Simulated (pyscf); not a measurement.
## Four-centre exchange: Cl–B(Cl)–Cl (SMILES ClB(Cl)Cl) + SiH₄ (SMILES [SiH4]) -> H₃Si–Cl (SMILES [SiH3]Cl) + Cl–BH–Cl (SMILES ClBCl)

Gas phase, singlet surface, charge 0. Bonds broken: Cl1–B2, Si5–H6. Bonds formed: Cl1–Si5, B2–H6. PySCF, gas phase, ωB97X-D3(BJ)/def2-SVP geometries.

Transition state (Å):

```xyz
9

Cl    -0.1998     1.9193     0.3886
B      0.7219     0.3636    -0.2920
Cl     2.4911     0.5088    -0.1399
Cl     0.0306    -0.0863    -1.8954
Si    -1.3226    -0.1148     1.0290
H      0.3448    -0.4950     0.5674
H     -1.5181    -1.4949     0.5098
H     -0.9452    -0.0847     2.4593
H     -2.5870     0.6071     0.7387
```

One imaginary mode, 294i cm⁻¹; descent along it reached the two sides named.

```json
[
 {"bond": "Cl1–B2", "change": "breaks", "reactant side (Å)": "1.745", "saddle": "1.932", "product side": "3.1"},
 {"bond": "Si5–H6", "change": "breaks", "reactant side (Å)": "1.492", "saddle": "1.771", "product side": "3.6"},
 {"bond": "Cl1–Si5", "change": "forms", "reactant side (Å)": "3.6", "saddle": "2.410", "product side": "2.077"},
 {"bond": "B2–H6", "change": "forms", "reactant side (Å)": "2.9", "saddle": "1.272", "product side": "1.199"}
]
```

Electronic energies relative to the separated reactants (eV):

| level | barrier | reaction energy | reverse barrier |
|---|---|---|---|
| ωB97X-D3(BJ)/def2-TZVP | 0.83 | -0.21 | 1.04 |
| PBE/def2-TZVP | 0.89 | -0.11 | 1.01 |
| r²SCAN/def2-TZVP | 0.92 | -0.14 | 1.06 |
| B3LYP-D3(BJ)/def2-TZVP | 1.01 | -0.17 | 1.18 |
| PBE0-D3(BJ)/def2-TZVP | 0.81 | -0.14 | 0.95 |
| M06-2X/def2-TZVP | 0.88 | -0.24 | 1.12 |
| ωB97M-D3(BJ)/def2-TZVP | 0.96 | -0.18 | 1.14 |
| HF/def2-TZVP | 1.76 | -0.33 | 2.09 |

With ωB97M-D3(BJ)/def2-TZVP energies and thermal terms (ideal gas, 1 atm, RRHO with modes under 100 cm⁻¹ raised to 100, one conformer, R ln 2 for chiral ones without a mode under 150 cm⁻¹), in eV:

| T (K) | ΔH‡ | ΔG‡ | ΔH | ΔG |
|---|---|---|---|---|
| 298 | 1.04 | 1.47 | -0.13 | -0.21 |
| 600 | 1.04 | 1.91 | -0.14 | -0.28 |
| 900 | 1.06 | 2.35 | -0.15 | -0.35 |
| 1200 | 1.08 | 2.77 | -0.15 | -0.42 |

One saddle was located; it need not be the lowest between these sides.
